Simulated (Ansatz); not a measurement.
# BH5Si2: the cost of one run

Computed with Ansatz 0.2.0, Gaussian basis. Level: single points in def2-TZVPP.

Cores are frozen in the correlated methods.

## (1) The system as given

SMILES `[SiH2]=B[SiH3]`, 8 atoms, charge 0, spin multiplicity 1.

Atoms are counted from 1 here; the program's logs count them from 0.

Bond lengths: Si1–B2 1.871 Å, Si1–H4 1.400 Å, Si1–H5 1.530 Å, B2–Si3 1.927 Å, Si3–H6 1.529 Å, Si3–H7 1.416 Å, Si3–H8 1.486 Å. Angles: B2–Si1–H4 99.5°, B2–Si1–H5 116.9°, H4–Si1–H5 120.9°, Si1–B2–Si3 173.0°, B2–Si3–H6 125.5°, B2–Si3–H7 108.8°, B2–Si3–H8 91.0°, H6–Si3–H7 115.7°, H6–Si3–H8 104.5°, H7–Si3–H8 106.4°.

Geometry (Å):

```xyz
8
charge 0, multiplicity 1
Si   -0.88194    1.38944   -1.36894
B    -0.03487    0.18313   -0.21584
Si    0.62510   -1.15505    1.00378
H    -2.17773    1.34135   -0.84121
H    -0.18039    2.72836   -1.60820
H     0.76968   -2.64582    0.69474
H     0.18010   -0.84034    2.31028
H     2.00450   -0.61523    0.88864
```

## (2) PBE-D4/def2-TZVPP

Input file run/in.yaml:

```yaml
crystal:
  periodic: [false, false, false]
  atoms:
    - {symbol: Si, position_ang: [-0.881945, 1.389437, -1.368943]}
    - {symbol: B, position_ang: [-0.034873, 0.183135, -0.215843]}
    - {symbol: Si, position_ang: [0.625101, -1.155045, 1.003775]}
    - {symbol: H, position_ang: [-2.177733, 1.341348, -0.841212]}
    - {symbol: H, position_ang: [-0.180391, 2.728356, -1.608197]}
    - {symbol: H, position_ang: [0.769685, -2.645824, 0.694739]}
    - {symbol: H, position_ang: [0.180097, -0.840339, 2.310277]}
    - {symbol: H, position_ang: [2.004496, -0.615231, 0.888639]}
basis:
  gaussian: {orbitals: def2-TZVPP}
hamiltonian: {xc: pbe, dispersion: d4}
output: {forces: true}
```

Command:

```
$ ansatz run in.yaml --threads 2 --pin off --events-out ev --progress --plain --max-ram 3481MiB
```

Q: Estimate wall time and peak memory on 2 threads of Intel Xeon Platinum 8488C, shared host.

About 2.4 s, with a peak of 0.22 GiB.
